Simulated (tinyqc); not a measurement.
Worked calculation: UKS/LDA (PW92) in the sto-3g basis, for H2O, spin multiplicity 3. One step of it, computed by the program tinyqc.

Problem. Iteration 13 (converged): orbitals. Diagonalise F' = X^T F X, C = X C', fill 6 alpha and 4 beta electrons from the bottom; D(s) = C_occ C_occ^T. Each column has its largest component positive (the first on a tie).

converged F(alpha) (hartree), lower triangle:
```
             1O 1s      1O 2s     1O 2px     1O 2py     1O 2pz      2H 1s      3H 1s
1O 1s   -18.439294
1O 2s    -4.794021  -2.009691
1O 2px    0.000000   0.000000  -0.243912
1O 2py    0.000256   0.002026   0.000000  -0.217981
1O 2pz   -0.006100  -0.044672   0.000000   0.001106  -0.195740
2H 1s    -0.430306  -0.374343   0.000000  -0.162466  -0.113593  -0.188777
3H 1s    -0.442331  -0.383625   0.000000   0.166582  -0.116133  -0.076049  -0.195841
```

converged F(beta) (hartree), lower triangle:
```
             1O 1s      1O 2s     1O 2px     1O 2py     1O 2pz      2H 1s      3H 1s
1O 1s   -18.412536
1O 2s    -4.775989  -1.924704
1O 2px    0.000000   0.000000  -0.109326
1O 2py    0.000278   0.002144   0.000000  -0.167556
1O 2pz   -0.002855  -0.028280   0.000000   0.001154  -0.125315
2H 1s    -0.428723  -0.359560   0.000000  -0.153528  -0.105103  -0.122197
3H 1s    -0.440705  -0.368730   0.000000   0.157834  -0.107684  -0.072783  -0.134011
```

X, lower triangle:
```
            1O 1s      1O 2s    1O 2px     1O 2py     1O 2pz      2H 1s     3H 1s
1O 1s    1.022799
1O 2s   -0.129273   1.077324
1O 2px   0.000000   0.000000  1.000000
1O 2py   0.000101  -0.000946  0.000000   1.035907
1O 2pz  -0.003390   0.028646  0.000000  -0.000447   1.014811
2H 1s    0.013556  -0.136259  0.000000  -0.114051  -0.070884   1.052408
3H 1s    0.013843  -0.139809  0.000000   0.116330  -0.072455  -0.026013  1.054641
```

Give: F' = X^T F X; orbital energies; coefficients C; F' = X^T F X; orbital energies; coefficients C; D(alpha) after iteration 13; D(beta) after iteration 13.

Solution.

F' = X^T F X (alpha) (hartree), lower triangle:
```
          1        2        3        4        5        6        7
1  -18.0774
2   -2.5436  -1.1223
3    0.0000   0.0000  -0.2439
4    0.0004   0.0008   0.0000  -0.1585
5   -0.0170  -0.0082   0.0000   0.0004  -0.1717
6   -0.0182  -0.1607   0.0000  -0.1464  -0.0912  -0.0834
7   -0.0199  -0.1648   0.0000   0.1494  -0.0933  -0.0253  -0.0860
```

orbital energies (alpha) (hartree): MO1 -18.4510, MO2 -0.8227, MO3 -0.3239, MO4 -0.2439, MO5 -0.2423, MO6 0.0346, MO7 0.1060

coefficients C (alpha):
```
            MO1      MO2      MO3     MO4      MO5      MO6      MO7
1O 1s    0.9932  -0.2574  -0.0031  0.0000   0.0641   0.0797   0.0018
1O 2s    0.0280   0.9695   0.0141  0.0000  -0.3042  -0.4273  -0.0108
1O 2px   0.0000   0.0000   0.0000  1.0000   0.0000   0.0000   0.0000
1O 2py  -0.0001  -0.0034   0.7113  0.0000   0.0162  -0.0088   0.7703
1O 2pz   0.0015   0.0674  -0.0148  0.0000   0.8124  -0.6132  -0.0118
2H 1s   -0.0041   0.0874   0.3757  0.0000   0.3194   0.6787  -0.6584
3H 1s   -0.0042   0.0911  -0.3904  0.0000   0.3046   0.6581   0.6818
```

F' = X^T F X (beta) (hartree), lower triangle:
```
          1        2        3        4        5        6        7
1  -18.0527
2   -2.5386  -1.0335
3    0.0000   0.0000  -0.1093
4    0.0005   0.0009   0.0000  -0.1070
5   -0.0158   0.0104   0.0000   0.0004  -0.1001
6   -0.0184  -0.1668   0.0000  -0.1499  -0.0943  -0.0145
7   -0.0201  -0.1706   0.0000   0.1528  -0.0964  -0.0269  -0.0221
```

orbital energies (beta) (hartree): MO1 -18.4235, MO2 -0.7419, MO3 -0.2710, MO4 -0.1800, MO5 -0.1093, MO6 0.1141, MO7 0.1725

coefficients C (beta):
```
            MO1      MO2      MO3      MO4     MO5      MO6      MO7
1O 1s    0.9934  -0.2554  -0.0039   0.0623  0.0000   0.0845  -0.0003
1O 2s    0.0271   0.9627   0.0180  -0.2987  0.0000  -0.4462   0.0009
1O 2px   0.0000   0.0000   0.0000   0.0000  1.0000   0.0000   0.0000
1O 2py  -0.0001  -0.0039   0.7230   0.0230  0.0000   0.0132   0.7591
1O 2pz   0.0013   0.0447  -0.0178   0.8062  0.0000  -0.6234   0.0019
2H 1s   -0.0040   0.0985   0.3616   0.3276  0.0000   0.6566  -0.6827
3H 1s   -0.0041   0.1038  -0.3837   0.3128  0.0000   0.6691   0.6693
```

D(alpha) after iteration 13, lower triangle:
```
          1O 1s    1O 2s  1O 2px   1O 2py   1O 2pz   2H 1s   3H 1s
1O 1s    1.0632
1O 2s   -0.2753   1.2162
1O 2px   0.0000   0.0000  1.0000
1O 2py  -0.0010   0.0056  0.0000   0.5063
1O 2pz  -0.0126   0.0800  0.0000   0.0078   1.0408
2H 1s    0.0468  -0.2973  0.0000   0.2662  -0.1563  0.7115
3H 1s    0.0455  -0.2912  0.0000  -0.2789  -0.1441  0.4052  0.6866
```

D(beta) after iteration 13, lower triangle:
```
          1O 1s    1O 2s  1O 2px   1O 2py  1O 2pz    2H 1s   3H 1s
1O 1s    1.0561
1O 2s   -0.2377   1.0171
1O 2px   0.0000   0.0000  0.0000
1O 2py  -0.0005   0.0024  0.0000   0.5232
1O 2pz   0.0401  -0.1980  0.0000   0.0055  0.6523
2H 1s   -0.0101   0.0034  0.0000   0.2686  0.2621   0.2478
3H 1s   -0.0096  -0.0005  0.0000  -0.2706  0.2636  -0.0260  0.2558
```
